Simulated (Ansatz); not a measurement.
# CH₂NSi− (SMILES C#[Si][NH-]): functionals against CCSD(T) at one geometry

The task here is to estimate one member of a computed series from the others.

The runs use Ansatz 0.2.0, Gaussian basis; single points in def2-TZVPPD.

Cores are frozen in the correlated methods.

## Where the work starts

SMILES `C#[Si][NH-]`, 5 atoms, charge -1, spin multiplicity 1.

Atoms are counted from 1 here; the program's logs count them from 0.

Bond lengths: C1–Si2 1.725 Å, C1–H4 1.115 Å, Si2–N3 1.637 Å, N3–H5 1.049 Å. Angles: Si2–C1–H4 117.4°, C1–Si2–N3 168.8°, Si2–N3–H5 114.6°.

Coordinates:

| atom | x (Å) | y (Å) | z (Å) |
| --- | --- | --- | --- |
| C1 | -1.4149 | -0.4760 | -0.7491 |
| Si2 | -0.0027 | 0.0187 | 0.1097 |
| N3 | 1.3235 | 0.1952 | 1.0527 |
| H4 | -2.1444 | 0.3166 | -1.0369 |
| H5 | 2.2290 | -0.0532 | 0.5842 |

The first run:

Contents of run/in.yaml:

```yaml
crystal:
  periodic: [false, false, false]
  atoms:
    - {symbol: C, position_ang: [-1.414900, -0.476000, -0.749100]}
    - {symbol: Si, position_ang: [-0.002700, 0.018700, 0.109700]}
    - {symbol: N, position_ang: [1.323500, 0.195200, 1.052700]}
    - {symbol: H, position_ang: [-2.144400, 0.316600, -1.036900]}
    - {symbol: H, position_ang: [2.229000, -0.053200, 0.584200]}
basis:
  gaussian: {orbitals: "def2-TZVPPD.json"}
total_charge: -1
correlation: {method: ccsd_t}
output: {forces: true}
```

The basis file named in the input lies beside it (Basis Set Exchange, JSON).

The command line of these runs was not kept.

Among the steps run: CCSD(T)/def2-TZVPPD; PBE0-D4/def2-TZVPPD; wB97M-V/def2-TZVPPD; r2SCAN-D4/def2-TZVPPD; PBE-D4/def2-TZVPPD; wB97X-V/def2-TZVPPD; revPBE-D4/def2-TZVPPD.

One of the session's tables, all rows but one given; the rest of the session is left out.

```
   method  RMS force component (eV/Å)  angle to CCSD(T) forces (°)
  CCSD(T)                       0.687                    reference
  PBE0-D4                       0.728                         18.3
  wB97M-V                       0.776                         23.1
r2SCAN-D4                           ?                            ?
   PBE-D4                       0.636                         12.7
  wB97X-V                       0.789                         25.6
revPBE-D4                       0.639                         14.7
```

**Question.** Estimate the row for r2SCAN-D4.

The run gave: RMS force component (eV/Å): 0.692; angle to CCSD(T) forces (°): 11.8. In the column «RMS force component (eV/Å)» it lies between CCSD(T) (0.687) and PBE0-D4 (0.728).
